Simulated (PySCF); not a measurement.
Molecule: `C#CC(=C)SC`, C₅H₆S.

Bonds (- single, = double, # triple, : aromatic): C1#C2 1.214 Å, C2-C3 1.425 Å, C3=C4 1.347 Å, C3-S5 1.777 Å, S5-C6 1.802 Å. C1 carries H7; C4 carries H8, H9; C6 carries H10, H11, H12. H9 is cis to C2; H8 is trans to C2.

Geometry PBE0-D3(BJ)/def2-SVP throughout; GIAO in PySCF, gas phase, one conformer, non-relativistic; equivalent atoms averaged; basis pcSseg-1.

Task: How do the shifts δ (against TMS, CS2 at the same level) depend on the functional? (a selection of nuclei; ppm; last column core-seconds on 1 thread of an Arm Neoverse V2, shared host; the GGAs took longer than the global hybrids here, which isn't the general rule, and the cause wasn't traced)

Result: 
| functional | kind | C3 | C4 | C1 | C2 | C6 | S5 | H9 | H7 | H10/H11/H12 | core-s |
| --- | --- | --- | --- | --- | --- | --- | --- | --- | --- | --- | --- |
| HF | Hartree–Fock | 136.5 | 132.1 | 94.9 | 72.7 | 17.1 | -38.3 | 6.09 | 3.85 | 2.16 | 4.8 |
| LDA | LDA | 142.0 | 126.4 | 95.3 | 89.2 | 19.3 | 61.1 | 5.90 | 3.18 | 2.24 | 12 |
| PBE | GGA | 135.7 | 121.4 | 88.5 | 83.2 | 20.1 | 59.2 | 5.80 | 3.21 | 2.23 | 15 |
| BLYP | GGA | 137.9 | 120.6 | 86.0 | 82.1 | 21.0 | 75.1 | 5.69 | 3.14 | 2.24 | 14 |
| BP86 | GGA | 136.0 | 121.5 | 88.4 | 83.0 | 20.4 | 60.6 | 5.80 | 3.24 | 2.24 | 14 |
| OPBE | GGA | 127.9 | 117.8 | 85.7 | 79.6 | 19.8 | 45.4 | 5.88 | 3.33 | 2.24 | 14 |
| KT2 | GGA | 127.3 | 114.6 | 81.7 | 76.4 | 19.8 | 54.0 | 5.70 | 3.42 | 2.23 | 15 |
| KT3 | GGA | 125.3 | 113.0 | 79.2 | 74.4 | 20.4 | 57.2 | 5.67 | 3.36 | 2.23 | 14 |
| B97-D | GGA | 131.9 | 117.7 | 83.6 | 78.7 | 21.0 | 64.2 | 5.73 | 3.22 | 2.27 | 14 |
| B3LYP | global hybrid | 139.4 | 125.0 | 88.9 | 81.0 | 20.1 | 46.2 | 5.80 | 3.23 | 2.21 | 8.8 |
| PBE0 | global hybrid | 137.3 | 126.3 | 91.5 | 81.4 | 19.2 | 25.4 | 5.93 | 3.33 | 2.20 | 8.5 |
| mPW1PW91 | global hybrid | 137.3 | 126.5 | 91.2 | 81.0 | 19.4 | 26.6 | 5.91 | 3.33 | 2.21 | 8.9 |

Task: Which nucleus among those listed moves most, in ppm?

Result: S5 (sulfide sulfur): from -38.3 ppm with HF to 75.1 ppm with BLYP. The smallest spread is 0.11 ppm, at H10/H11/H12. Proton shifts span only some 12 ppm, so a few tenths of a ppm matter as much there as several ppm in carbon.
